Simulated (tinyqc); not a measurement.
Extended Hueckel theory, for N2, step by step. Computed by tinyqc, a small Python program that keeps every step (integrals from PySCF). Settings: charge = 0, K = 2.0, weighted = 1, multiplicity = 1. Command: `OMP_NUM_THREADS=1 python tinyqc.py 25796 25797 out.jsonl` (the two numbers bound the seeds that draw the settings). One thread of a shared host (Intel(R) Xeon(R) Processor @ 2.60GHz), about 0.01 s of CPU time with the checks.

## Overlaps

Geometry (angstrom):
```
atom         x         y         z
N     0.000000  0.000000  0.000000
N     0.000000  0.000000  1.066000
```

Parameters chosen for this run:
```
element  shell  Slater exponent   H_ii (eV)
N           2s         1.950000  -26.000000
N           2p         1.950000  -13.400000
```

Slater orbitals, each expanded in six Gaussians scaled to its exponent.

overlap S, lower triangle:
```
            1N 2s    1N 2px    1N 2py     1N 2pz     2N 2s    2N 2px    2N 2py    2N 2pz
1N 2s    1.000000
1N 2px   0.000000  1.000000
1N 2py   0.000000  0.000000  1.000000
1N 2pz   0.000000  0.000000  0.000000   1.000000
2N 2s    0.468611  0.000000  0.000000   0.451030  1.000000
2N 2px   0.000000  0.297973  0.000000   0.000000  0.000000  1.000000
2N 2py   0.000000  0.000000  0.297973   0.000000  0.000000  0.000000  1.000000
2N 2pz  -0.451030  0.000000  0.000000  -0.313714  0.000000  0.000000  0.000000  1.000000
```

## Wolfsberg-Helmholz matrix

diagonal H_ii (eV): 1N 2s -26.000000, 1N 2px -13.400000, 1N 2py -13.400000, 1N 2pz -13.400000, 2N 2s -26.000000, 2N 2px -13.400000, 2N 2py -13.400000, 2N 2pz -13.400000

K = 2.000000

H_ij = K' S_ij (H_ii + H_jj)/2 for i != j (the diagonal keeps H_ii), with K' = K + D^2 + D^4 (1 - K), D = (H_ii - H_jj)/(H_ii + H_jj), K = 2.

H (eV), lower triangle:
```
             1N 2s      1N 2px      1N 2py      1N 2pz       2N 2s      2N 2px      2N 2py      2N 2pz
1N 2s   -26.000000
1N 2px    0.000000  -13.400000
1N 2py    0.000000    0.000000  -13.400000
1N 2pz    0.000000    0.000000    0.000000  -13.400000
2N 2s   -24.367787    0.000000    0.000000  -18.586366  -26.000000
2N 2px    0.000000   -7.985689    0.000000    0.000000    0.000000  -13.400000
2N 2py    0.000000    0.000000   -7.985689    0.000000    0.000000    0.000000  -13.400000
2N 2pz   18.586366    0.000000    0.000000    8.407542    0.000000    0.000000    0.000000  -13.400000
```

## Orbitals

valence electrons = 10

Solve H C = S C e through S^(-1/2); fill by pairs from the bottom, a degenerate level sharing its electrons equally; each orbital has its largest coefficient positive (the first on a tie).

orbital energies (eV): -34.556080  -20.662057  -16.476214  -16.476214  -12.624702  -7.712402  -7.712402  101.235349

occupations: 2.000000  2.000000  2.000000  2.000000  2.000000  0.000000  0.000000  0.000000

coefficients:
```
              MO1        MO2       MO3        MO4        MO5        MO6        MO7        MO8
1N 2s    0.558214  -0.483427  0.000000   0.000000  -0.262648   0.000000   0.000000   1.376312
1N 2px   0.000000   0.000000  0.597162  -0.169156   0.000000   0.331377   0.776153   0.000000
1N 2py   0.000000   0.000000  0.169156   0.597162   0.000000   0.776153  -0.331377   0.000000
1N 2pz   0.071004   0.487612  0.000000   0.000000   0.648397   0.000000   0.000000   1.187388
2N 2s    0.558214   0.483427  0.000000   0.000000  -0.262648   0.000000   0.000000  -1.376312
2N 2px   0.000000   0.000000  0.597162  -0.169156   0.000000  -0.331377  -0.776153   0.000000
2N 2py   0.000000   0.000000  0.169156   0.597162   0.000000  -0.776153   0.331377   0.000000
2N 2pz  -0.071004   0.487612  0.000000   0.000000  -0.648397   0.000000   0.000000   1.187388
```

sum of one-electron energies = -201.590536 eV

Within a degenerate level the vectors are fixed only up to a rotation; this is one choice.

## Mulliken analysis

P = C n C^T; charge = valence electrons (N 5) minus the sum of (P S)_ii on the atom; overlap population = 2 sum P_ij S_ij between two atoms.

charges: 1N 0.000000, 2N 0.000000

Overlap populations:
```
pair     value
2-1   1.808214
```
